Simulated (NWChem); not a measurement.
Program: NWChem. System: Al (-1), charge -1, spin multiplicity 3. Its SCF solution wasn't tested for a lower state. Level: UHF/def2-SVPD.

Input file:

```
start mol
memory heap 200 mb stack 900 mb global 1100 mb
charge -1
geometry units angstroms nocenter noautoz
  Al     0.000000     0.000000     0.000000
  symmetry group D2h
end
basis spherical
  * library def2-svpd
end
scf
  uhf
  nopen 2
  maxiter 100
  thresh 1e-7
  semidirect memsize 60000000 filesize 0
  # guess.movecs holds the orbitals of an unrestricted PBE0 run
  vectors input guess.movecs output mol.movecs
end
task scf energy
```

NWChem printed:

```
             Northwest Computational Chemistry Package (NWChem) 7.3.0
             --------------------------------------------------------

                                NWChem Input Module
                                -------------------

 Scaling coordinates for geometry "geometry" by  1.889725989
 (inverse scale =  0.529177249)

                             Geometry "geometry" -> ""
                             -------------------------

 Output coordinates in angstroms (scale by  1.889725989 to convert to a.u.)

  No.       Tag          Charge          X              Y              Z
 ---- ---------------- ---------- -------------- -------------- --------------
    1 Al                  13.0000     0.00000000     0.00000000     0.00000000

 Effective nuclear repulsion energy (a.u.)       0.0000000000

            Nuclear Dipole moment (a.u.)
            ----------------------------
        X                 Y               Z
 ---------------- ---------------- ----------------
     0.0000000000     0.0000000000     0.0000000000

      Symmetry information
      --------------------

 Group name             D2h
 Group number             26
 Group order               8
 No. of unique centers     1

      Symmetry unique atoms

     1


 Summary of "ao basis" -> "" (spherical)
 ------------------------------------------------------------------------------
       Tag                 Description            Shells   Functions and Types
 ---------------- ------------------------------  ------  ---------------------
 *                         def2-svpd                  on all atoms

 Summary of "ao basis" -> "ao basis" (spherical)
 ------------------------------------------------------------------------------
       Tag                 Description            Shells   Functions and Types
 ---------------- ------------------------------  ------  ---------------------
 Al                        def2-svpd                10       24   5s3p2d

                                 NWChem SCF Module
                                 -----------------

  ao basis        = "ao basis"
  functions       =    24
  atoms           =     1
  alpha electrons =     8
  beta  electrons =     6
  charge          =  -1.00
  wavefunction    = UHF
  use symmetry    = T
  symmetry adapt  = T

 Summary of "ao basis" -> "ao basis" (spherical)
 ------------------------------------------------------------------------------
       Tag                 Description            Shells   Functions and Types
 ---------------- ------------------------------  ------  ---------------------
 Al                        def2-svpd                10       24   5s3p2d

      Symmetry analysis of basis
      --------------------------

        ag          9
        au          0
        b1g         2
        b1u         3
        b2g         2
        b2u         3
        b3g         2
        b3u         3

 Forming initial guess at       0.0s

   Symmetry analysis of molecular orbitals - initial alpha
   -------------------------------------------------------

  Numbering of irreducible representations:

     1 ag          2 au          3 b1g         4 b1u         5 b2g
     6 b2u         7 b3g         8 b3u

  Orbital symmetries:

     1 ag          2 ag          3 b1u         4 b3u         5 b2u
     6 ag          7 b3u         8 b2u         9 b1u        10 ag
    11 b1g        12 ag         13 b2g        14 b3g        15 ag
    16 ag         17 b3u        18 b2u

   Symmetry analysis of molecular orbitals - initial beta
   ------------------------------------------------------

  Numbering of irreducible representations:

     1 ag          2 au          3 b1g         4 b1u         5 b2g
     6 b2u         7 b3g         8 b3u

  Orbital symmetries:

     1 ag          2 ag          3 b1u         4 b2u         5 b3u
     6 ag          7 b1u         8 ag          9 b2u        10 b3u
    11 ag         12 b3g        13 b2g        14 ag         15 b1g
    16 ag         17 b1u        18 b2u

 Starting SCF solution at       0.0s

 ----------------------------------------------
         Quadratically convergent UHF

 Convergence threshold     :          1.000E-07
 Maximum no. of iterations :          100
 Integral*density screening:          1.000E-09
 ----------------------------------------------

              iter       energy          gnorm     gmax       time
             ----- ------------------- --------- --------- --------
                 1     -241.7723360029  1.54D-01  5.86D-02      0.0
                 2     -241.7749099041  3.84D-03  1.76D-03      0.0
                 3     -241.7749176035  3.93D-06  2.46D-06      0.0
                 4     -241.7749176035  2.86D-09  1.97D-09      0.1

       Final UHF  results
       ------------------

         Total SCF energy =   -241.774917603526
      One electron energy =   -339.748223522280
      Two electron energy =     97.973305918753
 Nuclear repulsion energy =      0.000000000000

                       Sz =      1.0000
                 Sz(Sz+1) =      2.0000
                      S^2 =      2.0220

        Time for solution =      0.0s

       Symmetry analysis of molecular orbitals - alpha
       -----------------------------------------------

  Numbering of irreducible representations:

     1 ag          2 au          3 b1g         4 b1u         5 b2g
     6 b2u         7 b3g         8 b3u

  Orbital symmetries:

     1 ag          2 ag          3 b3u         4 b2u         5 b1u
     6 ag          7 b2u         8 b3u         9 ag         10 b1u
    11 ag         12 b1g        13 b3g        14 b2g        15 ag
    16 ag         17 b3u        18 b2u

       Symmetry analysis of molecular orbitals - beta
       ----------------------------------------------

  Numbering of irreducible representations:

     1 ag          2 au          3 b1g         4 b1u         5 b2g
     6 b2u         7 b3g         8 b3u

  Orbital symmetries:

     1 ag          2 ag          3 b1u         4 b2u         5 b3u
     6 ag          7 ag          8 b1u         9 b3u        10 b2u
    11 ag         12 b2g        13 b3g        14 ag         15 b1g
    16 ag         17 b1u        18 b2u

          Final alpha eigenvalues
          -----------------------

              1
    1  -58.2175
    2   -4.6491
    3   -2.9661
    4   -2.9661
    5   -2.9617
    6   -0.2172
    7   -0.0008
    8   -0.0008
    9    0.2094
   10    0.2327
   11    0.3046
   12    0.3046
   13    0.3122
   14    0.3122
   15    0.3162
   16    0.5509
   17    0.6811
   18    0.6811

          Final beta eigenvalues
          ----------------------

              1
    1  -58.2135
    2   -4.6442
    3   -2.9598
    4   -2.9523
    5   -2.9523
    6   -0.1003
    7    0.2190
    8    0.2513
    9    0.2912
   10    0.2912
   11    0.3335
   12    0.3379
   13    0.3379
   14    0.3535
   15    0.3535
   16    0.5790
   17    0.7126
   18    0.7452

                    UHF Final Alpha Molecular Orbital Analysis
                    ------------------------------------------

 Vector    6  Occ=1.000000D+00  E=-2.171587D-01  Symmetry=ag
              MO Center= -2.5D-19, -2.6D-19,  1.5D-17, r^2= 2.7D+00
   Bfn.  Coefficient  Atom+Function         Bfn.  Coefficient  Atom+Function
  ----- ------------  ---------------      ----- ------------  ---------------
     3      0.570836  1 Al s                  4      0.473514  1 Al s
     2      0.368494  1 Al s

 Vector    7  Occ=1.000000D+00  E=-7.816233D-04  Symmetry=b2u
              MO Center=  4.4D-18,  1.5D-19,  9.4D-32, r^2= 4.0D+00
   Bfn.  Coefficient  Atom+Function         Bfn.  Coefficient  Atom+Function
  ----- ------------  ---------------      ----- ------------  ---------------
    13      0.833112  1 Al py                10      0.258832  1 Al py
     7     -0.165050  1 Al py

 Vector    8  Occ=1.000000D+00  E=-7.816233D-04  Symmetry=b3u
              MO Center=  4.6D-21, -2.4D-31, -2.7D-32, r^2= 4.0D+00
   Bfn.  Coefficient  Atom+Function         Bfn.  Coefficient  Atom+Function
  ----- ------------  ---------------      ----- ------------  ---------------
    12      0.833112  1 Al px                 9      0.258832  1 Al px
     6     -0.165050  1 Al px

 Vector    9  Occ=0.000000D+00  E= 2.093628D-01  Symmetry=ag
              MO Center= -1.8D-33,  1.9D-21,  9.2D-18, r^2= 1.5D+01
   Bfn.  Coefficient  Atom+Function         Bfn.  Coefficient  Atom+Function
  ----- ------------  ---------------      ----- ------------  ---------------
     5     -3.615889  1 Al s                  4      3.552370  1 Al s
     3     -0.298428  1 Al s

 Vector   10  Occ=0.000000D+00  E= 2.326948D-01  Symmetry=b1u
              MO Center=  5.0D-18,  7.4D-18, -1.3D-17, r^2= 4.5D+00
   Bfn.  Coefficient  Atom+Function         Bfn.  Coefficient  Atom+Function
  ----- ------------  ---------------      ----- ------------  ---------------
    14      0.922480  1 Al pz

 Vector   11  Occ=0.000000D+00  E= 3.046460D-01  Symmetry=ag
              MO Center= -2.5D-17, -3.5D-17,  5.3D-29, r^2= 9.0D+00
   Bfn.  Coefficient  Atom+Function         Bfn.  Coefficient  Atom+Function
  ----- ------------  ---------------      ----- ------------  ---------------
    24      0.984099  1 Al d  2

                     UHF Final Beta Molecular Orbital Analysis
                     -----------------------------------------

 Vector    4  Occ=1.000000D+00  E=-2.952301D+00  Symmetry=b2u
              MO Center=  5.3D-21, -1.0D-20,  8.9D-20, r^2= 1.3D-01
   Bfn.  Coefficient  Atom+Function         Bfn.  Coefficient  Atom+Function
  ----- ------------  ---------------      ----- ------------  ---------------
     7      0.988381  1 Al py

 Vector    5  Occ=1.000000D+00  E=-2.952301D+00  Symmetry=b3u
              MO Center= -8.3D-25,  1.0D-35, -3.9D-35, r^2= 1.3D-01
   Bfn.  Coefficient  Atom+Function         Bfn.  Coefficient  Atom+Function
  ----- ------------  ---------------      ----- ------------  ---------------
     6      0.988381  1 Al px

 Vector    6  Occ=1.000000D+00  E=-1.002525D-01  Symmetry=ag
              MO Center= -9.7D-36, -4.6D-23, -4.7D-36, r^2= 2.8D+00
   Bfn.  Coefficient  Atom+Function         Bfn.  Coefficient  Atom+Function
  ----- ------------  ---------------      ----- ------------  ---------------
     3      0.674784  1 Al s                  2      0.379864  1 Al s
     5      0.267314  1 Al s                  4      0.189150  1 Al s

 Vector    7  Occ=0.000000D+00  E= 2.189891D-01  Symmetry=ag
              MO Center= -2.2D-37,  6.5D-25,  1.1D-36, r^2= 1.5D+01
   Bfn.  Coefficient  Atom+Function         Bfn.  Coefficient  Atom+Function
  ----- ------------  ---------------      ----- ------------  ---------------
     4      3.719585  1 Al s                  5     -3.698822  1 Al s
     3     -0.360686  1 Al s

 Vector    8  Occ=0.000000D+00  E= 2.513287D-01  Symmetry=b1u
              MO Center= -1.6D-32, -4.7D-32,  1.7D-25, r^2= 4.5D+00
   Bfn.  Coefficient  Atom+Function         Bfn.  Coefficient  Atom+Function
  ----- ------------  ---------------      ----- ------------  ---------------
    14      0.921805  1 Al pz

 Vector    9  Occ=0.000000D+00  E= 2.911693D-01  Symmetry=b3u
              MO Center=  1.6D-18, -3.2D-17,  1.2D-16, r^2= 4.6D+00
   Bfn.  Coefficient  Atom+Function         Bfn.  Coefficient  Atom+Function
  ----- ------------  ---------------      ----- ------------  ---------------
    12      0.935729  1 Al px

 center of mass
 --------------
 x =   0.00000000 y =   0.00000000 z =   0.00000000

 moments of inertia (a.u.)
 ------------------
           0.000000000000           0.000000000000           0.000000000000
           0.000000000000           0.000000000000           0.000000000000
           0.000000000000           0.000000000000           0.000000000000

  Mulliken analysis of the total density
  --------------------------------------

    Atom       Charge   Shell Charges
 -----------   ------   -------------------------------------------------------
    1 Al  13    14.00   2.00  1.99  1.10  0.61  0.28  5.93  0.44  1.62  0.00  0.01

  Mulliken analysis of the alpha density
  --------------------------------------

    Atom       Charge   Shell Charges
 -----------   ------   -------------------------------------------------------
    1 Al  13     8.00   1.00  1.00  0.51  0.44  0.05  2.97  0.41  1.62  0.00  0.00

   Mulliken analysis of the beta density
   -------------------------------------

    Atom       Charge   Shell Charges
 -----------   ------   -------------------------------------------------------
    1 Al  13     6.00   1.00  1.00  0.60  0.17  0.23  2.96  0.04 -0.00  0.00  0.00

   Mulliken analysis of the spin density
   -------------------------------------

    Atom       Charge   Shell Charges
 -----------   ------   -------------------------------------------------------
    1 Al  13     2.00  -0.00 -0.00 -0.09  0.27 -0.18  0.01  0.37  1.63 -0.00  0.00

       Multipole analysis of the density wrt the origin
       ------------------------------------------------

     L   x y z        total         alpha         beta         nuclear
     -   - - -        -----         -----         ----         -------
     0   0 0 0     -1.000000     -8.000000     -6.000000     13.000000

     1   1 0 0     -0.000000     -0.000000     -0.000000      0.000000
     1   0 1 0      0.000000      0.000000      0.000000      0.000000
     1   0 0 1     -0.000000     -0.000000     -0.000000      0.000000

     2   2 0 0    -19.241613    -15.610962     -3.630650      0.000000
     2   1 1 0     -0.000000     -0.000000      0.000000      0.000000
     2   1 0 1      0.000000      0.000000      0.000000      0.000000
     2   0 2 0    -19.241613    -15.610962     -3.630650      0.000000
     2   0 1 1      0.000000      0.000000      0.000000      0.000000
     2   0 0 2    -13.559170     -9.095841     -4.463329      0.000000

 Task  times  cpu:        0.0s     wall:        0.0s

 Total times  cpu:        0.1s     wall:        0.1s
```
